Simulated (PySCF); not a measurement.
## Computed NMR parameters against published values

Bonds (- single, = double, # triple, : aromatic): N1-C2 1.431 Å, C2-C3 1.491 Å, C3-C4 1.507 Å, C4-C2 1.508 Å. N1 carries H5, H6; C2 carries H7; C3 carries H8, H9; C4 carries H10, H11. H9, H11 are cis to N1 on the ring; H8, H10 are trans to N1 on the ring.

Measured values that the calculation should reproduce: δ $^{13}$C C2 24.0; C3/C4 7.4; δ $^{1}$H H7 2.23 ppm (measured; solution, not stated per compound (mostly CDCl3 or CCl4); Pretsch, Buehlmann, Badertscher, Structure Determination of Organic Compounds, 4th ed. (2009)). Coupling constants: $^{3}J$(H7,H8) (cis) 6.6 Hz, $^{3}J$(H7,H9) (trans) 3.6 Hz, $^{2}J$(H8,H9) -4.3 Hz.

[PySCF 2.14.0 with density-fitted response routines: J: B3LYP/pcJ-1 (spin–dipole term only in couplings to heteroatoms); PBE0-D3(BJ)/def2-SVP structure; NMR shieldings at B3LYP/pcSseg-2/GIAO; single conformer; non-relativistic Hamiltonian; fast rotation and ring inversion assumed for equivalent nuclei; no solvent]

(1) What does the calculation give, and how does it compare?

(2) How far are the unscaled $^{13}$C shifts from the references?

Answers

(1) 
Reference values: measured (solution, not stated per compound (mostly CDCl3 or CCl4); Pretsch, Buehlmann, Badertscher, Structure Determination of Organic Compounds, 4th ed. (2009)).
```
atoms    quantity  reference  computed  computed, scaled
   C2  δ $^{13}$C       24.0      29.1              25.9
C3/C4  δ $^{13}$C        7.4      11.2               8.8
   H7   δ $^{1}$H       2.23      2.17              2.16
```

Computed shifts are σ(ref) − σ with the named reference compound (TMS for H and C) calculated as an isolated molecule at the same level. The measured values may be among those fitted. Expected solution values come from regression of measured δ (H and C: mostly CDCl3, vs TMS) on computed σ: $^{13}$C (scatter 2.4 ppm rms); $^{1}$H (scatter 0.18 ppm rms). Occasional misses reach two or three times the rms, and more in compound classes unlike the fitted ones. H not on carbon is unscaled (vs computed TMS).

Coupling constants in Hz:
```tsv
coupling	reference	computed	source
$^{3}J$(H7,H8) cis	6.6	8.1	measured; solution (compiled); Pretsch, Buehlmann, Badertscher, Structure Determination of Organic Compounds, 4th ed., Springer 2009
$^{3}J$(H7,H9) trans	3.6	4.4	measured; solution (compiled); Pretsch, Buehlmann, Badertscher, Structure Determination of Organic Compounds, 4th ed., Springer 2009
$^{2}J$(H8,H9)	-4.3	-6.0	measured; solution (compiled); Pretsch, Buehlmann, Badertscher, Structure Determination of Organic Compounds, 4th ed., Springer 2009
```

(2) Mean signed difference +4.45 ppm, mean absolute 4.45 ppm over 2 comparisons; the largest is +5.1 ppm at C2 (three-membered-ring carbon).

6 of the 11 published NMR values on file for this molecule are compared.

Unscaled 3J(H,H) at this level run about 10 % above measured values.
